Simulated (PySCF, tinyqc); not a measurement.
Inside a calculation. Method: RKS/LDA (PW92) in the sto-3g basis, for LiH, spin multiplicity 1. The lowest restricted solution is unstable here: a spin-polarised one lies 0.0039 hartree lower (PySCF). Computed by tinyqc, a small Python program that keeps every step (integrals from PySCF). Settings: charge = 0, multiplicity = 1, basis = sto-3g, energy threshold = 1e-10, iteration cap = 59, orthogonalisation = canonical, start = core, DIIS depth = 6, DIIS from iteration = 3, method = RKS, functional = lda,pw, grid = [30, 86]. Command: `OMP_NUM_THREADS=1 python tinyqc.py 24442 24443 out.jsonl` (the two numbers bound the seeds that draw the settings). One thread of a shared host (Intel(R) Xeon(R) Processor @ 2.60GHz), about 0.5 s of CPU time with the checks. Later iterations appear only in the table of the cycle.

## One-electron integrals

Geometry (angstrom):

| atom | x | y | z |
|---|---|---|---|
| Li | 0.000000 | 0.000000 | 0.000000 |
| H | 0.000000 | 0.000000 | 3.017000 |

Basis sto-3g: exponents (1/bohr^2) and contraction coefficients of normalised primitives:

| element | l (shell) | exponent | coefficient |
|---|---|---|---|
| Li | s (1) | 16.119575 | 0.154329 |
| Li | s (1) | 2.936201 | 0.535328 |
| Li | s (1) | 0.794651 | 0.444635 |
| Li | s (2) | 0.636290 | -0.099967 |
| Li | s (2) | 0.147860 | 0.399513 |
| Li | s (2) | 0.048089 | 0.700115 |
| Li | p (3) | 0.636290 | 0.155916 |
| Li | p (3) | 0.147860 | 0.607684 |
| Li | p (3) | 0.048089 | 0.391957 |
| H | s (1) | 3.425251 | 0.154329 |
| H | s (1) | 0.623914 | 0.535328 |
| H | s (1) | 0.168855 | 0.444635 |

Overlap, kinetic and nuclear-attraction integrals over the contracted functions; the nuclear repulsion is the sum of Za Zb / Rab.

nuclear repulsion = 0.52619544 hartree

overlap S:
```
           1Li 1s    1Li 2s   1Li 2px   1Li 2py   1Li 2pz     2H 1s
1Li 1s   1.000000  0.241137  0.000000  0.000000  0.000000  0.001853
1Li 2s   0.241137  1.000000  0.000000  0.000000  0.000000  0.121382
1Li 2px  0.000000  0.000000  1.000000  0.000000  0.000000  0.000000
1Li 2py  0.000000  0.000000  0.000000  1.000000  0.000000  0.000000
1Li 2pz  0.000000  0.000000  0.000000  0.000000  1.000000  0.189285
2H 1s    0.001853  0.121382  0.000000  0.000000  0.189285  1.000000
```

kinetic energy T (hartree):
```
            1Li 1s     1Li 2s   1Li 2px   1Li 2py   1Li 2pz      2H 1s
1Li 1s    3.576786  -0.020237  0.000000  0.000000  0.000000  -0.001728
1Li 2s   -0.020237   0.102163  0.000000  0.000000  0.000000  -0.002227
1Li 2px   0.000000   0.000000  0.319682  0.000000  0.000000   0.000000
1Li 2py   0.000000   0.000000  0.000000  0.319682  0.000000   0.000000
1Li 2pz   0.000000   0.000000  0.000000  0.000000  0.319682   0.004358
2H 1s    -0.001728  -0.002227  0.000000  0.000000  0.004358   0.760032
```

nuclear attraction V (hartree):
```
            1Li 1s     1Li 2s    1Li 2px    1Li 2py    1Li 2pz      2H 1s
1Li 1s   -8.158280  -1.006638   0.000000   0.000000  -0.004530  -0.006501
1Li 2s   -1.006638  -1.381227   0.000000   0.000000  -0.053421  -0.156051
1Li 2px   0.000000   0.000000  -1.360078   0.000000   0.000000   0.000000
1Li 2py   0.000000   0.000000   0.000000  -1.360078   0.000000   0.000000
1Li 2pz  -0.004530  -0.053421   0.000000   0.000000  -1.394101  -0.244796
2H 1s    -0.006501  -0.156051   0.000000   0.000000  -0.244796  -1.752809
```

core Hamiltonian H = T + V (hartree):
```
            1Li 1s     1Li 2s    1Li 2px    1Li 2py    1Li 2pz      2H 1s
1Li 1s   -4.581493  -1.026876   0.000000   0.000000  -0.004530  -0.008229
1Li 2s   -1.026876  -1.279063   0.000000   0.000000  -0.053421  -0.158277
1Li 2px   0.000000   0.000000  -1.040396   0.000000   0.000000   0.000000
1Li 2py   0.000000   0.000000   0.000000  -1.040396   0.000000   0.000000
1Li 2pz  -0.004530  -0.053421   0.000000   0.000000  -1.074419  -0.240438
2H 1s    -0.008229  -0.158277   0.000000   0.000000  -0.240438  -0.992777
```

## Two-electron integrals

Functions are numbered as in S; the eight-fold symmetry (ij|kl) = (ji|kl) = (kl|ij) leaves the list below.

Two-electron integrals (ij|kl) in chemists' order, unique and non-zero (hartree):
```
(11|11) 1.680395   (21|11) 0.265420   (21|21) 0.049941   (22|11) 0.397727
(22|21) 0.092860   (22|22) 0.290562   (31|31) 0.008981   (32|31) 0.013788
(32|32) 0.064184   (33|11) 0.396640   (33|21) 0.092880   (33|22) 0.290497
(33|33) 0.312946   (41|41) 0.008981   (42|41) 0.013788   (42|42) 0.064184
(43|43) 0.016869   (44|11) 0.396640   (44|21) 0.092880   (44|22) 0.290497
(44|33) 0.279207   (44|44) 0.312946   (51|51) 0.008981   (52|51) 0.013788
(52|52) 0.064184   (53|53) 0.016869   (54|54) 0.016869   (55|11) 0.396640
(55|21) 0.092880   (55|22) 0.290497   (55|33) 0.279207   (55|44) 0.279207
(55|55) 0.312946   (61|11) 0.001749   (61|21) 0.000344   (61|22) 0.000697
(61|33) 0.000684   (61|44) 0.000684   (61|51) 0.000059   (61|52) 0.000125
(61|55) 0.000726   (61|61) 2.91e-06   (62|11) 0.027064   (62|21) 0.006505
(62|22) 0.025220   (62|33) 0.023715   (62|44) 0.023715   (62|51) 0.000854
(62|52) 0.007853   (62|55) 0.028196   (62|61) 0.000061   (62|62) 0.006352
(63|31) 0.000194   (63|32) 0.001423   (63|53) 0.000770   (63|63) 0.000197
(64|41) 0.000194   (64|42) 0.001423   (64|54) 0.000770   (64|64) 0.000197
(65|11) 0.041229   (65|21) 0.009924   (65|22) 0.038796   (65|33) 0.036346
(65|44) 0.036346   (65|51) 0.001326   (65|52) 0.012338   (65|55) 0.043645
(65|61) 0.000093   (65|62) 0.010117   (65|65) 0.016131   (66|11) 0.175398
(66|21) 0.042295   (66|22) 0.173654   (66|33) 0.162780   (66|44) 0.162780
(66|51) 0.004529   (66|52) 0.052347   (66|55) 0.195059   (66|61) 0.000382
(66|62) 0.061434   (66|65) 0.098916   (66|66) 0.774606
```

## Orthogonalisation

S = U s U^T; canonical form X = U s^(-1/2), so that X^T S X = 1. Each column of U has its largest component positive (the first on a tie).

eigenvalues of S: 0.711316  0.841470  1.000000  1.000000  1.156692  1.290522

X:
```
                 1          2         3          4          5         6
1Li 1s   -0.629432   0.509953  0.000000   0.000000  -0.433049  0.467825
1Li 2s    0.757785  -0.330792  0.000000   0.000000  -0.285180  0.560470
1Li 2px   0.000000   0.000000  0.108206   0.994129   0.000000  0.000000
1Li 2py   0.000000   0.000000  0.994129  -0.108206   0.000000  0.000000
1Li 2pz   0.361820   0.693766  0.000000   0.000000   0.594525  0.268484
2H 1s    -0.551823  -0.581041  0.000000   0.000000   0.492153  0.412079
```

Within a degenerate level the vectors are fixed only up to a rotation; this is one choice.

## Starting guess

The start is the orbitals of the core Hamiltonian; D = 2 C_occ C_occ^T.

D at the start:
```
            1Li 1s     1Li 2s   1Li 2px   1Li 2py    1Li 2pz      2H 1s
1Li 1s    2.083803  -0.328783  0.000000  0.000000  -0.194814  -0.049766
1Li 2s   -0.328783   1.276889  0.000000  0.000000   0.891215   0.249476
1Li 2px   0.000000   0.000000  0.000000  0.000000   0.000000   0.000000
1Li 2py   0.000000   0.000000  0.000000  0.000000   0.000000   0.000000
1Li 2pz  -0.194814   0.891215  0.000000  0.000000   0.622632   0.174375
2H 1s    -0.049766   0.249476  0.000000  0.000000   0.174375   0.048847
```

## Iteration 1: exchange-correlation on the grid

Becke grid with 30 radial and 86 angular points per atom, points of zero weight dropped. rho = sum D_ij phi_i phi_j; V_xc,ij = sum w v_xc phi_i phi_j; v_xc is d(rho eps)/d rho.

The 8 grid points with the largest w rho, of 5149 (bohr, atomic units):

| x | y | z | w | rho | eps_xc | v_xc |
|---|---|---|---|---|---|---|
| 0.000000 | 0.000000 | 2.915464 | 0.611785 | 0.019021 | -0.238928 | -0.311154 |
| 1.091092 | 0.000000 | 2.703599 | 0.645270 | 0.017061 | -0.231203 | -0.301035 |
| 0.000000 | -1.091092 | 2.703599 | 0.645270 | 0.017061 | -0.231203 | -0.301035 |
| 0.000000 | 1.091092 | 2.703599 | 0.645270 | 0.017061 | -0.231203 | -0.301035 |
| -1.091092 | 0.000000 | 2.703599 | 0.645270 | 0.017061 | -0.231203 | -0.301035 |
| 0.000000 | 0.000000 | 2.422958 | 0.388517 | 0.027080 | -0.265895 | -0.346509 |
| 0.906775 | 0.000000 | 2.246883 | 0.399215 | 0.024736 | -0.258697 | -0.337069 |
| 0.000000 | -0.906775 | 2.246883 | 0.399215 | 0.024736 | -0.258697 | -0.337069 |

electrons on the grid, sum of w rho = 3.999866

E_xc = sum of w rho eps_xc = -1.98419758 hartree

V_xc (hartree):
```
            1Li 1s     1Li 2s    1Li 2px    1Li 2py    1Li 2pz      2H 1s
1Li 1s   -1.047782  -0.141359   0.000000   0.000000  -0.007203  -0.000997
1Li 2s   -0.141359  -0.188806   0.000000   0.000000  -0.069031  -0.024858
1Li 2px   0.000000   0.000000  -0.187679   0.000000   0.000000   0.000000
1Li 2py   0.000000   0.000000   0.000000  -0.187679   0.000000   0.000000
1Li 2pz  -0.007203  -0.069031   0.000000   0.000000  -0.186312  -0.038733
2H 1s    -0.000997  -0.024858   0.000000   0.000000  -0.038733  -0.216645
```

## Iteration 1: building the Kohn-Sham matrix

J_ij = sum D_kl (ij|kl); F = H + J + V_xc; E = tr D H + tr D J / 2 + E_xc + E_nn.

Coulomb J (hartree):
```
           1Li 1s    1Li 2s   1Li 2px   1Li 2py   1Li 2pz     2H 1s
1Li 1s   4.118170  0.705385  0.000000  0.000000  0.022181  0.005042
1Li 2s   0.705385  1.354138  0.000000  0.000000  0.119798  0.125235
1Li 2px  0.000000  0.000000  1.342611  0.000000  0.000000  0.000000
1Li 2py  0.000000  0.000000  0.000000  1.342611  0.000000  0.000000
1Li 2pz  0.022181  0.119798  0.000000  0.000000  1.369972  0.193072
2H 1s    0.005042  0.125235  0.000000  0.000000  0.193072  0.875359
```

Kohn-Sham matrix F (hartree):
```
            1Li 1s     1Li 2s   1Li 2px   1Li 2py    1Li 2pz      2H 1s
1Li 1s   -1.511105  -0.462850  0.000000  0.000000   0.010448  -0.004184
1Li 2s   -0.462850  -0.113731  0.000000  0.000000  -0.002655  -0.057901
1Li 2px   0.000000   0.000000  0.114536  0.000000   0.000000   0.000000
1Li 2py   0.000000   0.000000  0.000000  0.114536   0.000000   0.000000
1Li 2pz   0.010448  -0.002655  0.000000  0.000000   0.109241  -0.086098
2H 1s    -0.004184  -0.057901  0.000000  0.000000  -0.086098  -0.334063
```

total energy of this density = -7.39751052 hartree

## Iteration 1: diagonalisation and new density

Diagonalise F' = X^T F X, C = X C', fill 2 alpha and 2 beta electrons from the bottom; D = 2 C_occ C_occ^T. Each column has its largest component positive (the first on a tie).

F' = X^T F X (hartree):
```
           1          2         3         4          5          6
1  -0.236192   0.220545  0.000000  0.000000  -0.228246   0.483273
2   0.220545  -0.251213  0.000000  0.000000   0.463721  -0.279896
3   0.000000   0.000000  0.114536  0.000000   0.000000   0.000000
4   0.000000   0.000000  0.000000  0.114536   0.000000   0.000000
5  -0.228246   0.463721  0.000000  0.000000  -0.486081   0.407248
6   0.483273  -0.279896  0.000000  0.000000   0.407248  -0.703604
```

orbital energies (hartree): MO1 -1.517879, MO2 -0.335958, MO3 0.039275, MO4 0.114536, MO5 0.114536, MO6 0.137472

coefficients C:
```
               MO1        MO2        MO3       MO4        MO5        MO6
1Li 1s    0.981399  -0.017537  -0.313300  0.000000   0.000000  -0.031951
1Li 2s    0.068136   0.046183   1.027365  0.000000   0.000000   0.129850
1Li 2px   0.000000   0.000000   0.000000  0.987923  -0.154943   0.000000
1Li 2py   0.000000   0.000000   0.000000  0.154943   0.987923   0.000000
1Li 2pz  -0.005549   0.050366  -0.104870  0.000000   0.000000   1.012029
2H 1s    -0.005192   0.982712  -0.142607  0.000000   0.000000  -0.260875
```

D after iteration 1:
```
            1Li 1s    1Li 2s   1Li 2px   1Li 2py    1Li 2pz      2H 1s
1Li 1s    1.926904  0.132118  0.000000  0.000000  -0.012657  -0.044657
1Li 2s    0.132118  0.013551  0.000000  0.000000   0.003896   0.090062
1Li 2px   0.000000  0.000000  0.000000  0.000000   0.000000   0.000000
1Li 2py   0.000000  0.000000  0.000000  0.000000   0.000000   0.000000
1Li 2pz  -0.012657  0.003896  0.000000  0.000000   0.005135   0.099049
2H 1s    -0.044657  0.090062  0.000000  0.000000   0.099049   1.931498
```

Within a degenerate level the vectors are fixed only up to a rotation; this is one choice.

## Iteration 2: exchange-correlation on the grid

As before.

The 8 grid points with the largest w rho, of 5149 (bohr, atomic units):

| x | y | z | w | rho | eps_xc | v_xc |
|---|---|---|---|---|---|---|
| 0.000000 | 0.000000 | 4.117112 | 0.476073 | 0.025331 | -0.260568 | -0.339522 |
| -0.347372 | -0.347372 | -0.347372 | 0.009480 | 0.489046 | -0.647274 | -0.849215 |
| 0.347372 | 0.347372 | -0.347372 | 0.009480 | 0.489046 | -0.647274 | -0.849215 |
| 0.347372 | -0.347372 | -0.347372 | 0.009480 | 0.489046 | -0.647274 | -0.849215 |
| -0.347372 | 0.347372 | -0.347372 | 0.009480 | 0.489046 | -0.647274 | -0.849215 |
| -0.347372 | -0.347372 | 0.347372 | 0.009480 | 0.487471 | -0.646623 | -0.848355 |
| 0.347372 | 0.347372 | 0.347372 | 0.009480 | 0.487471 | -0.646623 | -0.848355 |
| -0.347372 | 0.347372 | 0.347372 | 0.009480 | 0.487471 | -0.646623 | -0.848355 |

electrons on the grid, sum of w rho = 3.998676

E_xc = sum of w rho eps_xc = -2.28508062 hartree

V_xc (hartree):
```
            1Li 1s     1Li 2s    1Li 2px    1Li 2py    1Li 2pz      2H 1s
1Li 1s   -1.029964  -0.133091   0.000000   0.000000  -0.000066  -0.000815
1Li 2s   -0.133091  -0.102992   0.000000   0.000000  -0.017124  -0.033366
1Li 2px   0.000000   0.000000  -0.095168   0.000000   0.000000   0.000000
1Li 2py   0.000000   0.000000   0.000000  -0.095168   0.000000   0.000000
1Li 2pz  -0.000066  -0.017124   0.000000   0.000000  -0.115651  -0.054161
2H 1s    -0.000815  -0.033366   0.000000   0.000000  -0.054161  -0.497156
```

## Iteration 2: building the Kohn-Sham matrix

As before.

Coulomb J (hartree):
```
           1Li 1s    1Li 2s   1Li 2px   1Li 2py   1Li 2pz     2H 1s
1Li 1s   3.667187  0.611170  0.000000  0.000000  0.009039  0.004241
1Li 2s   0.611170  1.143926  0.000000  0.000000  0.105106  0.176197
1Li 2px  0.000000  0.000000  1.120019  0.000000  0.000000  0.000000
1Li 2py  0.000000  0.000000  0.000000  1.120019  0.000000  0.000000
1Li 2pz  0.009039  0.105106  0.000000  0.000000  1.184789  0.278943
2H 1s    0.004241  0.176197  0.000000  0.000000  0.278943  1.879575
```

Kohn-Sham matrix F (hartree):
```
            1Li 1s     1Li 2s    1Li 2px    1Li 2py    1Li 2pz      2H 1s
1Li 1s   -1.944270  -0.548797   0.000000   0.000000   0.004444  -0.004802
1Li 2s   -0.548797  -0.238130   0.000000   0.000000   0.034560  -0.015447
1Li 2px   0.000000   0.000000  -0.015545   0.000000   0.000000   0.000000
1Li 2py   0.000000   0.000000   0.000000  -0.015545   0.000000   0.000000
1Li 2pz   0.004444   0.034560   0.000000   0.000000  -0.005281  -0.015656
2H 1s    -0.004802  -0.015447   0.000000   0.000000  -0.015656   0.389643
```

total energy of this density = -7.39092404 hartree

## Iteration 2: diagonalisation and new density

As before.

F' = X^T F X (hartree):
```
           1          2          3          4          5          6
1  -0.232790   0.506806   0.000000   0.000000  -0.499731   0.397780
2   0.506806  -0.220701   0.000000   0.000000   0.278476  -0.568079
3   0.000000   0.000000  -0.015545   0.000000   0.000000   0.000000
4   0.000000   0.000000   0.000000  -0.015545   0.000000   0.000000
5  -0.499731   0.278476   0.000000   0.000000  -0.443804   0.717540
6   0.397780  -0.568079   0.000000   0.000000   0.717540  -0.723268
```

orbital energies (hartree): MO1 -1.947973, MO2 -0.100547, MO3 -0.015545, MO4 -0.015545, MO5 0.005927, MO6 0.422031

coefficients C:
```
               MO1        MO2       MO3        MO4        MO5        MO6
1Li 1s    0.987874  -0.276283  0.000000   0.000000  -0.093878   0.039873
1Li 2s    0.046183   0.968174  0.000000   0.000000   0.339777  -0.155480
1Li 2px   0.000000   0.000000  0.999991  -0.004307   0.000000   0.000000
1Li 2py   0.000000   0.000000  0.004307   0.999991   0.000000   0.000000
1Li 2pz  -0.002446  -0.338560  0.000000   0.000000   0.929983  -0.241396
2H 1s    -0.003493   0.006134  0.000000   0.000000   0.053800   1.025279
```

D after iteration 2:
```
            1Li 1s     1Li 2s   1Li 2px   1Li 2py    1Li 2pz      2H 1s
1Li 1s    2.104454  -0.443733  0.000000  0.000000   0.182243  -0.010290
1Li 2s   -0.443733   1.878988  0.000000  0.000000  -0.655797   0.011555
1Li 2px   0.000000   0.000000  0.000000  0.000000   0.000000   0.000000
1Li 2py   0.000000   0.000000  0.000000  0.000000   0.000000   0.000000
1Li 2pz   0.182243  -0.655797  0.000000  0.000000   0.229258  -0.004136
2H 1s    -0.010290   0.011555  0.000000  0.000000  -0.004136   0.000100
```

Within a degenerate level the vectors are fixed only up to a rotation; this is one choice.

## Iteration 16 (converged): orbitals

converged F (hartree):
```
            1Li 1s     1Li 2s   1Li 2px   1Li 2py    1Li 2pz      2H 1s
1Li 1s   -1.739403  -0.509612  0.000000  0.000000   0.004571  -0.004557
1Li 2s   -0.509612  -0.210897  0.000000  0.000000   0.009108  -0.042492
1Li 2px   0.000000   0.000000  0.015666  0.000000   0.000000   0.000000
1Li 2py   0.000000   0.000000  0.000000  0.015666   0.000000   0.000000
1Li 2pz   0.004571   0.009108  0.000000  0.000000   0.015691  -0.060114
2H 1s    -0.004557  -0.042492  0.000000  0.000000  -0.060114  -0.053457
```

As before.

F' = X^T F X (hartree):
```
           1          2         3         4          5          6
1  -0.279021   0.343708  0.000000  0.000000  -0.347349   0.441294
2   0.343708  -0.280092  0.000000  0.000000   0.381341  -0.409990
3   0.000000   0.000000  0.015666  0.000000   0.000000   0.000000
4   0.000000   0.000000  0.000000  0.015666   0.000000   0.000000
5  -0.347349   0.381341  0.000000  0.000000  -0.503368   0.542882
6   0.441294  -0.409990  0.000000  0.000000   0.542882  -0.752921
```

orbital energies (hartree): MO1 -1.744609, MO2 -0.095142, MO3 -0.047347, MO4 0.015666, MO5 0.015666, MO6 0.071696

coefficients C:
```
               MO1        MO2        MO3        MO4       MO5        MO6
1Li 1s    0.984570  -0.188017  -0.225966   0.000000  0.000000  -0.082709
1Li 2s    0.057610   0.631255   0.767316   0.000000  0.000000   0.297558
1Li 2px   0.000000   0.000000   0.000000  -0.017468  0.999847   0.000000
1Li 2py   0.000000   0.000000   0.000000   0.999847  0.017468   0.000000
1Li 2pz  -0.002140   0.205090  -0.475393   0.000000  0.000000   0.877327
2H 1s    -0.004654   0.656002  -0.469420   0.000000  0.000000  -0.635159
```

D after iteration 16:
```
            1Li 1s     1Li 2s   1Li 2px   1Li 2py    1Li 2pz      2H 1s
1Li 1s    2.009457  -0.123931  0.000000  0.000000  -0.081336  -0.255842
1Li 2s   -0.123931   0.803604  0.000000  0.000000   0.258682   0.827673
1Li 2px   0.000000   0.000000  0.000000  0.000000   0.000000   0.000000
1Li 2py   0.000000   0.000000  0.000000  0.000000   0.000000   0.000000
1Li 2pz  -0.081336   0.258682  0.000000  0.000000   0.084133   0.269099
2H 1s    -0.255842   0.827673  0.000000  0.000000   0.269099   0.860720
```

Within a degenerate level the vectors are fixed only up to a rotation; this is one choice.

## Convergence

Stop when the energy changes by less than 1e-10 hartree and every element of the error matrix X^T (F D S - S D F) X is below 3e-06.

Course of the cycle:

| iteration | E (hartree) | change | largest element of the error matrix |
|---|---|---|---|
| 1 | -7.39751052 | - | 2.21e-01 |
| 2 | -7.39092404 | 6.59e-03 | 1.86e-01 |
| 3 | -7.21572503 | 1.75e-01 | 1.35e-01 |
| 4 | -7.40330767 | -1.88e-01 | 2.00e-01 |
| 5 | -7.56464034 | -1.61e-01 | 1.81e-01 |
| 6 | -7.52631047 | 3.83e-02 | 1.97e-01 |
| 7 | -7.53627716 | -9.97e-03 | 1.86e-01 |
| 8 | -7.66542666 | -1.29e-01 | 6.91e-02 |
| 9 | -7.65383957 | 1.16e-02 | 1.02e-01 |
| 10 | -7.67926128 | -2.54e-02 | 8.24e-03 |
| 11 | -7.67920879 | 5.25e-05 | 8.70e-03 |
| 12 | -7.67936438 | -1.56e-04 | 4.79e-03 |
| 13 | -7.67938519 | -2.08e-05 | 3.72e-03 |
| 14 | -7.67941663 | -3.14e-05 | 2.19e-05 |
| 15 | -7.67941663 | -1.13e-09 | 5.19e-07 |
| 16 | -7.67941663 | -5.99e-13 | 4.36e-10 |

PySCF RKS in the same basis, fine grid = -7.67959944 hartree

Converged in 16 iterations. The coarse grid moves the energy by +1.83e-04 hartree.

## Populations, bond orders and dipole

Mulliken: Z minus the diagonal of D S on the atom; Loewdin: the same with S^(1/2) D S^(1/2); Mayer order: 2 sum_s sum (D(s) S)_ij (D(s) S)_ji over the two atoms.

Charges (e):

| atom | Mulliken | Loewdin |
|---|---|---|
| 1Li | 0.011647 | 0.010103 |
| 2H | -0.011647 | -0.010103 |

Mayer bond orders:

| pair | order |
|---|---|
| 2-1 | 0.999864 |

dipole moment about the origin, x y z (debye): 0.000000  0.000000  -3.826880
